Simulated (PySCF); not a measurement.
Spin states of SN

Unrestricted PBE0; S def2-TZVP, N def2-TZVP; no relativity (PySCF 2.14). Outer shells of the fragments: S 3s2 3p4; N 2s2 2p3.

Followed along the bond (rough minima from three points):

```json
{"2Ms+1": "2", "unpaired": "π ↑", "⟨S²⟩ at the start": "0.80", "R at minimum (Å)": "1.49", "Te (eV)": "0.00"}
{"2Ms+1": "4", "unpaired": "π ↑↑↑", "⟨S²⟩ at the start": "3.76", "R at minimum (Å)": "none in the scan", "Te (eV)": "≤ 2.70"}
```

Solutions found at the starting distance of 1.640 Å, counted from the lowest of them; the search is not exhaustive and high or unbound solutions are not listed, so other states can lie among these:

| 2Ms+1 | unpaired | term | E (eV) | ⟨S²⟩ | ⟨Lz²⟩ | μ (D) |
| --- | --- | --- | --- | --- | --- | --- |
| 2 | π ↑ | ²Π | 0.00 | 0.80 | 1.01 | -1.54 |
| 4 | π ↑↑↑ | ⁴Π | 2.21 | 3.76 | 1.01 | -1.47 |
| 2 | π ↑↑↓ | mixed | 2.73 | 1.77 | 3.03 | -1.52 |
| 4 | σ ↑, π ↑↑ | ⁴Σ⁻ | 2.97 | 3.77 | 0.00 | -0.45 |
| 2 | σ ↑, π ↑↓ | mixed | 3.75 | 1.77 | 2.02 | -0.76 |
| 2 | σ ↓, π ↑↑ | mixed | 3.87 | 1.77 | 0.00 | -0.82 |
| 2 | π ↑ | mixed | 4.61 | 0.75 | 3.01 | -1.64 |
| 4 | σ ↑, π ↑↑ | mixed | 6.81 | 3.76 | 2.02 | -0.76 |
| 4 | σ ↑, π ↑↑ | mixed | 6.93 | 3.76 | 2.02 | -0.05 |
| 2 | σ ↓, π ↑↑ | mixed | 7.61 | 1.82 | 2.02 | 0.07 |
| 4 | σ ↑, π ↑↑ | mixed | 7.77 | 3.76 | 2.02 | 0.05 |
| 4 | σ ↑↑, π ↑ | ⁴Π | 7.82 | 3.83 | 1.01 | 0.54 |
| 6 | σ ↑, π ↑↑↑↑ | ⁶Σ⁺ | 8.75 | 8.75 | 0.00 | -0.24 |
| 6 | σ ↑↑, π ↑↑↑ | ⁶Π | 9.20 | 8.76 | 1.01 | 0.88 |

A term symbol is given only where ⟨S²⟩ and ⟨Lz²⟩ are close to those of a pure state; real π, δ and φ orbitals otherwise mix terms. A positive dipole means S(−)N(+).

Counting both spins, an empty level lies below a filled one in some of these solutions, because spin and occupation are held.
